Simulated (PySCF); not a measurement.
Molecule: `O=S(=O)(F)F`, F2O2S.

Structure with atom numbers: `[O:1]=[S:2](=[O:3])([F:4])[F:5]`.

Geometry PBE0-D3(BJ)/def2-SVP throughout; GIAO in PySCF 2.14, gas phase, one conformer, non-relativistic; equivalent atoms averaged; basis pcSseg-2.

Question: How do the shifts δ (against H2O, CS2, CFCl3 at the same level) depend on the functional? (ppm; last column core-seconds on 1 thread of an Arm Neoverse V1, shared host; the GGAs took longer than the global hybrids here, which isn't the general rule, and the cause wasn't traced)

Answer: 
```
functional           kind  O1/O3     S2  F4/F5  core-s
        HF   Hartree–Fock  192.6  335.7   83.8     5.3
       LDA            LDA  264.1  340.7   61.7      12
       PBE            GGA  248.8  331.0   55.9      14
      BLYP            GGA  248.3  339.7   56.1      15
      BP86            GGA  247.5  332.3   56.3      15
      OPBE            GGA  239.9  313.9   56.4      15
       KT2            GGA  242.5  323.5   46.3      15
       KT3            GGA  236.3  316.6   48.8      15
     B97-D            GGA  240.3  333.1   56.7      15
     B3LYP  global hybrid  239.2  342.8   68.4      11
      PBE0  global hybrid  236.5  335.2   70.3      12
  mPW1PW91  global hybrid  236.6  335.5   71.6      11
```

Question: Which nucleus moves most, in ppm?

Answer: O1/O3 (S=O oxygen): from 192.6 ppm with HF to 264.1 ppm with LDA. The smallest spread is 28.9 ppm, at S2.
